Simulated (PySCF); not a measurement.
Species: 2-ethylthiirane, C₄H₈S.
Structure used (GFN2-xTB), in Å, numbered top down from 1:
```xyz
13
C4H8S angstrom
C      1.6263    0.1987   -0.2444
C      0.5292   -0.6383    0.4090
C     -0.7327    0.1704    0.5662
C     -1.6880    0.2861   -0.5602
S     -2.2879   -0.7203    0.8084
H      1.8587    1.0681    0.3665
H      1.3098    0.5440   -1.2260
H      2.5307   -0.3928   -0.3599
H      0.8634   -0.9831    1.3900
H      0.3183   -1.5187   -0.2014
H     -0.6339    1.0359    1.2148
H     -1.4815   -0.2669   -1.4672
H     -2.2167    1.2173   -0.7137
```

NICS = −σ at a ghost point: NICS(0) at the centroid of the ring atoms, NICS(1) 1 Å to either side along the normal of their mean plane, zz for the tensor component along that normal. Level: GIAO PBE0/pcSseg-1 (PySCF, non-relativistic, gas phase) on the GFN2-xTB geometry, one conformer.

Ring bond lengths (Å), with Mayer bond orders in brackets: C3–C4 1.482 (0.96), C4–S5 1.802 (0.95), S5–C3 1.808 (0.97).

**Question.** Give the NICS values of each ring in ppm.

**Answer.** 
```json
{"ring": "C3–C4–S5", "type": "3-membered ring with S; formal bonds all single", "NICS(0)": "-48.2", "NICS(1), two faces": "-8.4 / -8.8", "NICS(1)zz, two faces": "-21.5 / -24.4", "rms pucker (Å)": "0.00", "centre to ring atoms, mean (Å)": "0.98"}
```

**Question.** What can be read from them?

**Answer.** 
- C3–C4–S5: mean NICS(1)zz -23.0 ppm, shielded. C3, C4 have four or more neighbours, and the NICS criterion for π rings isn't applied. NICS(0) lies 40 ppm below the mean NICS(1).

**Question.** At the first NICS(1) probe listed for ring C3–C4–S5, 1 Å off the ring, what do the in-plane components average?

**Answer.** The isotropic value is a third of the trace: (3 × -8.4 − (-21.5))/2 = -1.9 ppm.

**Question.** List the ring angles and the Hirshfeld charges of the ring atoms.

**Answer.** 
- C3–C4–S5: C3 65.5° (-0.023 e), C4 66.0° (-0.076 e), S5 48.5° (-0.069 e); sum 180.0° against 180° for a flat convex ring.

**Question.** How shielded are the nuclei of the rings and their hydrogens (means over atoms taken as equivalent)?

**Answer.** 
| atoms | environment | σ isotropic (ppm) | principal values of the symmetric part, first atom (ppm) |
| --- | --- | --- | --- |
| C3 | sp3 carbon bound to sulfur | 149.0 | 106.9, 157.6, 182.3 |
| C4 | sp3 carbon bound to sulfur | 159.5 | 132.7, 163.0, 182.6 |
| S5 | sulfide sulfur | 715.0 | 283.0, 744.2, 1117.9 |
| H11 | methine hydrogen | 29.10 | 22.1, 27.7, 37.6 |
| H12 | methylene hydrogen | 29.81 | 25.2, 26.2, 38.1 |
| H13 | methylene hydrogen | 29.37 | 23.4, 25.3, 39.5 |
